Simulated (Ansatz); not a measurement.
A nudged elastic band was laid between two geometries of C2H4FO (8 atoms, charge 1, multiplicity 1).

Level of theory: Ansatz, RKS PBE/def2-SVP.

- movable images: 7
- climbing image: yes
- spring: 5.0 eV/Å²
- optimiser: lbfgs
- start path: IDPP
- force threshold: 0.05 eV/Å
- iteration limit: 60
- end points: relaxed
- largest step: 0.02 Å

First end point:

```xyz
8
Properties=species:S:1:pos:R:3
O -0.222 1.181 -0.365
C 0.345 0.157 0.511
C 0.239 -1.107 0.080
F -0.410 -1.349 -1.057
H -0.579 0.774 -1.202
H -0.915 1.750 0.058
H 0.870 0.574 1.378
H 0.671 -1.980 0.597
```

Last end point:

```xyz
8
Properties=species:S:1:pos:R:3
O -0.270 1.182 -0.323
C 0.500 0.147 0.365
C -0.013 -1.089 0.319
F -1.127 -1.298 -0.379
H 0.234 1.679 -1.018
H -1.104 0.801 -0.712
H 1.364 0.542 0.911
H 0.415 -1.963 0.838
```

(1) Which bonds break or form, and what moves?

(2) Give the energies along the band, and the barrier.

(3) What is the geometry of the highest image?

Answers

(1) No bond is made or broken. The dihedral H6–O1–C2–C3 goes from 123 to 2°. The two ends are copies of one structure, up to a mirror image or an exchange of like atoms.

(2) The run converged. The highest image is number 4 of 0 to 8, 0.041 eV above the ends, which have the same energy within 2 meV. Another band between the same ends (7 images) ends at a top of the same energy, where a vibrational analysis finds 1 clearly imaginary mode. Limits of this set-up: the dipole of an ion depends on the origin.

```
image  path coordinate (Å)  energy (eV)  dihedral H6–O1–C2–C3 (°)
    0                 0.00        0.000                       123
    1                 0.28        0.009                       109
    2                 0.56        0.025                        94
    3                 0.84        0.037                        80
    4                 1.13        0.041                        64
    5                 1.41        0.037                        48
    6                 1.69        0.024                        32
    7                 1.97        0.008                        17
    8                 2.25        0.000                         2
```

(3) 
```xyz
8
Properties=species:S:1:pos:R:3:forces:R:3
O -0.166 1.212 -0.380 0.01 0.03 0.00
C 0.483 0.159 0.413 -0.03 -0.05 -0.01
C 0.043 -1.099 0.247 0.00 0.03 0.00
F -0.935 -1.368 -0.598 -0.01 -0.01 -0.01
H -0.032 1.145 -1.359 0.00 0.00 0.00
H -1.125 1.359 -0.179 0.00 0.00 0.00
H 1.272 0.554 1.063 0.00 -0.03 0.00
H 0.460 -1.962 0.793 0.03 0.03 0.02
```

Run time: 67 s on 1 CPU thread of a shared host.
